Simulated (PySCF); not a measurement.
**How good is the calculation?**

Numbering as in the mapped SMILES `[CH3:1][CH:2]([CH3:3])[F:4]`. Each H is labelled by its parent atom.

All values are calculated (PySCF): GIAO B97-2/pcSseg-2 shieldings, PBE0-D3(BJ)/def2-TZVP geometry. Fast rotation and ring inversion assumed for equivalent nuclei, in vacuum, non-relativistic Hamiltonian, one conformer.

Reference values: measured (G. Saielli, R. Bini, A. Bagno, Computational 19F NMR. 2. Organic compounds, RSC Adv. 2014, ESI (exp. from Berger-Braun-Kalinowski 1994 and Everett 1995)).
```
atoms             quantity  reference  computed  computed, scaled
   F4  δ $^{19}$F vs CFCl3     -165.2    -188.4            -172.2
```

Reference values: measured (solution, not stated per compound (mostly CDCl3 or CCl4); Pretsch, Buehlmann, Badertscher, Structure Determination of Organic Compounds, 4th ed. (2009)).
```json
{"atoms": "C2", "quantity": "δ $^{13}$C", "reference": "87.3", "computed": "92.1", "computed, scaled": "86.8"}
{"atoms": "C1/C3", "quantity": "δ $^{13}$C", "reference": "22.6", "computed": "25.0", "computed, scaled": "22.0"}
{"atoms": "H(C2)", "quantity": "δ $^{1}$H", "reference": "4.84", "computed": "4.81", "computed, scaled": "4.66"}
{"atoms": "H(C1)/H(C3)", "quantity": "δ $^{1}$H", "reference": "1.34", "computed": "1.25", "computed, scaled": "1.32"}
```

Computed shifts are σ(ref) − σ with the named reference compound (TMS for H and C) calculated as an isolated molecule at the same level. The measured values may be among those fitted. Empirical linear scaling, fitted to shifts measured mostly in CDCl3 for H and C (δ vs TMS): $^{13}$C (scatter 2.0 ppm rms, 2.1 ppm with the 1 outlier that the fit left out); $^{1}$H (scatter 0.14 ppm rms, 0.16 ppm with the 4 outliers that the fit left out); $^{19}$F (scatter 4.8 ppm rms, 5.6 ppm with the 3 outliers that the fit left out vs CFCl3, solution or neat liquid, with a term for F on sp3 carbon). A few per cent of atoms miss by over 2 rms, more outside the fitted compound classes.

Question: How far are the unscaled $^{13}$C shifts from the references?

Answer: Mean signed difference +3.60 ppm, mean absolute 3.60 ppm over 2 comparisons; the largest is +4.8 ppm at C2 (sp3 CH bonded to F).

Question: How far are the unscaled $^{1}$H shifts from the references?

Answer: Mean signed difference -0.06 ppm, mean absolute 0.06 ppm over 2 comparisons; the largest is -0.09 ppm at H(C1)/H(C3) (hydrogen on a methyl carbon).
